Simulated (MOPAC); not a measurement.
MOPAC input (MNDO):

```
MNDO 1SCF CHARGE=-1 GEO-OK AUX(PRECISION=9) THREADS=1
C2H5O

C    -0.01241639 1    1.32206426 1   -0.15805984 1
O     0.00414915 1    0.05348056 1    0.61048173 1
C     0.00797392 1   -1.09297501 1   -0.17315524 1
H     0.86116398 1    1.24654712 1   -0.85628355 1
H    -0.89501764 1    1.23163680 1   -0.84304143 1
H     0.02047670 1   -1.98820923 1    0.47696201 1
H    -0.88196323 1   -1.15369441 1   -0.83042416 1
H     0.88880180 1   -1.13866028 1   -0.84377624 1
```

Problem. What heat of formation does the run end on, and which ionisation energy by Koopmans theorem?

Solution. 4.34 kcal/mol; 0.88 eV.
